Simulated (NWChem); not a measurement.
# CH$_{2}$Cl$_{2}$ cation, doublet; SMILES of the neutral closed-shell parent ClCCl

```xyz
5

Cl     1.4800     0.0000     0.1840
C      0.0000     0.0000    -0.6748
Cl    -1.4800     0.0000     0.1840
H      0.0000     0.8675    -1.3908
H      0.0000    -0.8675    -1.3908
```
Atoms are numbered in this order, from 1.

Level: PBE0/def2-SVP, spin-unrestricted (NWChem), optimised geometry, unscaled harmonic frequencies. In the optimisation the excess spin sits in b2 (C2v, its own frame). The spin multiplicity was typed, not searched, and may not be the lowest.

| frequency (cm⁻¹) | IR intensity (km/mol) |
|---|---|
| 320 | 3.4 |
| 499 | 24.8 |
| 722 | 0.1 |
| 889 | 25.9 |
| 1006 | 0.0 |
| 1090 | 248.3 |
| 1148 | 123.3 |
| 2836 | 143.0 |
| 2877 | 145.1 |

```
Property                                                                                             Result
-----------------------------------------------------------------------------------------  ----------------
zero-point energy                                                                             16.3 kcal/mol
thermal correction to the enthalpy at 298.15 K (with zero-point energy)                       19.2 kcal/mol
heat capacity Cv                                                                           11.0 cal/(mol K)
entropy at 298.15 K and 1 atm (symmetry number 2, electronic part: spin degeneracy alone)  66.0 cal/(mol K)
```

Rigid rotor and harmonic oscillator.
